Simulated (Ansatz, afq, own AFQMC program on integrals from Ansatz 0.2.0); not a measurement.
Integrals from Ansatz 0.2.0, then the random walk in our own AFQMC program (afq).

```yaml
crystal:
  periodic: [false, false, false]
  atoms:
    - {symbol: Zr, position_ang: [0.000000, 0.000000, 0.000000]}
    - {symbol: S, position_ang: [0.000000, 0.000000, 2.182917]}
basis:
  gaussian: {orbitals: def2-SVP}
magnetization: {spin_polarized: true, initial_magnetization: 2}
correlation: {method: ccsd_t, electrons: outside_noble_gas, hamiltonian_folder: ham}
```

```sh
$ ansatz run in.yaml --threads 1 --pin off --events-out ev --progress --plain --max-ram 16896MiB --backend cuda --devices 0, --max-vram 18GiB
```

Options of the walk:

```
--method phaseless --trial hf --walkers 4000 --populations 20 --least-time 40 --time-step 0.005 --steps-per-block 20 --equilibration-blocks 160 --max-blocks 4000 --target-error 0.0009500 --factor-cut 1e-05 --start spin_pure --seed 367 --taylor-order 6
```

Times are imaginary, in 1/Eh. The walk had a cap of 50 s. With eight or more populations the least sampling time is a fifth of least-time, and the error comes from their spread. Core potentials past Kr, no spin–orbit coupling.

afq prints:

```
orbitals 40  electrons 6 4  factors 327 of 488
reference energy -443.91899679 Eh
CCSD correlation -0.19903396 Eh in 14 cycles, weight of the determinant in the CISD state 0.8639
energy of the start -443.919918 Eh
 block  time / (1/Eh)  mean weight  energy / Eh
     1     0.100  1.0006  -443.955144
     2     0.200  1.0011  -443.983908
     3     0.300  1.0011  -444.007974
     4     0.400  1.0010  -444.028838
     5     0.500  1.0009  -444.043752
    10     1.000  1.0004  -444.086265
    55     5.500  1.0001  -444.132012
   100    10.000  1.0004  -444.142313
   145    14.500  1.0001  -444.131051
   190    19.000  1.0002  -444.135299
   235    23.500  0.9998  -444.133525
   280    28.000  0.9999  -444.130394
   325    32.500  0.9998  -444.129059
   334    33.400  1.0000  -444.127320
   370    37.000  0.9997  -444.136839
   388    38.800  1.0005  -444.138247
error from the spread of 20 populations
energy -444.131999 +/- 0.000896 Eh
(rows thinned)
```

The run passed its tests (sampling time, drift between the halves within three errors, error under three times the target), which doesn't prove that it has relaxed.

Against this walk (error 24.4 meV) on the same determinant: CCSD(T) 3.3 meV higher (within the noise), CCSDT(Q) 48.6 meV lower (within the noise), a separate phaseless walk with a CISD trial and standard settings 1.7 ± 25.0 meV higher (within the noise). The error is statistical and leaves out the bias of the constraint. None of these is a sure reference here.

Cautions: constraint bias not in the error; no spin-orbit coupling; outer-core shells of the metal frozen; another spin lies lower (by 202 meV); (T) is large, 7 % of the CCSD correlation; unrestricted determinant slightly spin contaminated (⟨S²⟩ 2.05 against 2.00); CCSDT(Q) on the ROHF determinant differs (91 meV higher), by its state or its frozen core.

The walk took 48 s on 1 × NVIDIA H100 80GB HBM3 with 2 threads of AMD EPYC 7R13 Processor (Zen 3), with other jobs on the host (the card was shared). The log's last line is the phaseless energy.

CCSDT and higher add their correlation energy to the determinant of the CCSD(T) run, since their own runs factorise the integrals more tightly (a shift of under 2 meV). A walk keeps the symmetry of its determinant, which the program's search chose and which needn't be the lowest solution, so a lower state of the same spin and another symmetry isn't excluded.
